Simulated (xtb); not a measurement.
Species: C3H6, SMILES `C=CC` (charge 0, multiplicity 1).

**Question.** Give a relaxed geometry from xtb with GFN2-xTB.

**Answer.** the end point of this relaxation (outside a Z-matrix the atoms follow the SMILES, hydrogens last).
Cartesian coordinates (Å) in one orientation:
```xyz
9

C      1.344    -0.105     0.282
C      0.224    -0.324    -0.380
C     -1.104     0.245    -0.010
H      2.282    -0.537    -0.022
H      1.370     0.519     1.161
H      0.227    -0.955    -1.260
H     -1.496     0.848    -0.829
H     -1.029     0.866     0.880
H     -1.818    -0.557     0.178
```
